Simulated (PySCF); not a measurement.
**Partial charges of 2-sulfanylacetonitrile**

2-sulfanylacetonitrile, C2H3NS.
Geometry (PBE0-D3(BJ)/def2-SVP, Å), atoms numbered from 1 in this order:
```xyz
7
C2H3NS angstrom
N      1.8134   -1.4353   -0.1551
C      0.7661   -0.9464   -0.0975
C     -0.5370   -0.3066   -0.0030
S     -0.5360    1.4382   -0.5305
H     -1.2432   -0.8182   -0.6746
H     -0.9277   -0.4085    1.0206
H      0.2748    1.8816    0.4543
```

Density: PBE0/pcSseg-1 (PySCF); schemes: Mulliken, IAO, Hirshfeld and ESP-fitted. One conformer (not necessarily the lowest) at the PBE0-D3(BJ)/def2-SVP geometry, without solvent, vibrations or thermal averaging.

Question: Tabulate the Mulliken, IAO, Hirshfeld and ESP-fitted charges.

Answer: In e:

| atom | environment | Mulliken | IAO | Hirshfeld | ESP-fitted |
| --- | --- | --- | --- | --- | --- |
| N1 | nitrile nitrogen | -0.239 | -0.230 | -0.216 | -0.455 |
| C2 | nitrile carbon | +0.085 | +0.129 | +0.072 | +0.417 |
| C3 | sp3 carbon bound to sulfur | -0.343 | -0.376 | -0.044 | -0.394 |
| S4 | thiol sulfur | -0.069 | -0.017 | -0.020 | -0.229 |
| H5 | methylene hydrogen | +0.208 | +0.201 | +0.075 | +0.253 |
| H6 | methylene hydrogen | +0.203 | +0.191 | +0.070 | +0.177 |
| H7 | S–H hydrogen | +0.154 | +0.102 | +0.063 | +0.230 |

Mean size of the charges over all atoms: ESP-fitted 0.308 e, Mulliken 0.186 e, IAO 0.178 e, Hirshfeld 0.080 e. Each set sums to the total charge, 0, to within 0.001 e. The ESP scheme is a least-squares fit of atom-centred charges to the potential on four shells outside the van der Waals surface, with the total charge fixed.

Lowest charge. The schemes don't all agree: Mulliken C3 (-0.343); IAO C3 (-0.376); Hirshfeld N1 (-0.216); ESP-fitted N1 (-0.455).

Highest charge. The schemes don't all agree: Mulliken H5 (+0.208); IAO H5 (+0.201); Hirshfeld H5 (+0.075); ESP-fitted C2 (+0.417).

Question: How many electrons does the Hirshfeld scheme count on N1?

Answer: Z − q = 7 − (-0.216) = 7.216.

Question: How closely do the schemes follow one another over all atoms?

Answer: Correlation coefficient and root-mean-square difference: Mulliken with IAO 0.99, 0.035 e; Mulliken with ESP-fitted 0.90, 0.166 e; IAO with ESP-fitted 0.89, 0.168 e; Hirshfeld with ESP-fitted 0.87, 0.243 e; Mulliken with Hirshfeld 0.80, 0.140 e; IAO with Hirshfeld 0.77, 0.144 e.
